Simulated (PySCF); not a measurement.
**Bonding in `C=CP(C)(C)=S`**

Compound: C₄H₉PS.
SMILES with atom numbers: `[CH2:1]=[CH:2][P:3]([CH3:4])([CH3:5])=[S:6]` (hydrogens: H7, H8 on C1; H9 on C2; H10, H11, H12 on C4; H13, H14, H15 on C5)

Structure used (GFN2-xTB), in Å, numbered top down from 1:
```
atom  x, y, z in Å
C1     2.1955   -1.0890    0.2142
C2     1.1011   -0.4851    0.6415
P3    -0.1800    0.0349   -0.5439
C4    -1.7073   -0.7453    0.1220
C5    -0.4182    1.8199   -0.1620
S6     0.1916   -0.3623   -2.4033
H7     2.3327   -1.2702   -0.8421
H8     2.9798   -1.4193    0.8758
H9     0.9134   -0.2793    1.6872
H10   -1.8580   -0.4928    1.1692
H11   -1.6159   -1.8247    0.0086
H12   -2.5529   -0.4003   -0.4720
H13    0.4924    2.3532   -0.4318
H14   -0.6412    1.9763    0.8912
H15   -1.2375    2.1920   -0.7764
```

Bond orders from the PBE0/pcSseg-1 density (PySCF). Isolated species at its GFN2-xTB geometry (one conformer only).

Q: How far do the computed orders between heavy atoms stray from the drawn ones?

A: The largest departure is 0.291, at P3–S6 (drawn double, 1.709). Drawn single, order below 0.88: C2–P3 (0.857).

Q: Set the Mayer orders of the bonds beside their lengths.

A: 
| bond | drawn as | length (Å) | Mayer order |
| --- | --- | --- | --- |
| C1–C2 | double | 1.321 | 1.978 |
| C2–P3 | single | 1.821 | 0.857 |
| P3–C4 | single | 1.840 | 0.944 |
| P3–C5 | single | 1.841 | 0.944 |
| P3–S6 | double | 1.937 | 1.709 |
| C1–H7 | single | 1.080 | 0.933 |
| C1–H8 | single | 1.078 | 0.948 |
| C2–H9 | single | 1.082 | 0.929 |
| C4–H10 | single | 1.088 | 0.932 |
| C4–H11 | single | 1.089 | 0.950 |
| C4–H12 | single | 1.089 | 0.950 |
| C5–H13 | single | 1.089 | 0.950 |
| C5–H14 | single | 1.088 | 0.932 |
| C5–H15 | single | 1.090 | 0.949 |

By pair of heavy elements: C–P: lowest C2–P3 (0.857, 1.821 Å), highest P3–C4 and P3–C5 (0.944, 1.840 Å); in 2 of the 3 pairs the longer bond (by over 0.003 Å) has the higher order (by 0.02 or more). Bonds named together lie within 0.004.

Q: Sum the orders of all bonds at each heavy atom with more than one neighbour and set the sums beside the valence in the SMILES.

A: C1 3.859 (drawn 4), C2 3.764 (drawn 4), P3 4.454 (drawn 5), C4 3.776 (drawn 4), C5 3.775 (drawn 4). Orders between atoms that aren't bonded are not in these sums.

Mayer orders depend on the basis set.

The run behind these numbers computed NMR shieldings as well. Hardware: one thread of an Arm Neoverse V1, shared host. Cost: 19 s, 0.75 GiB resident at most.
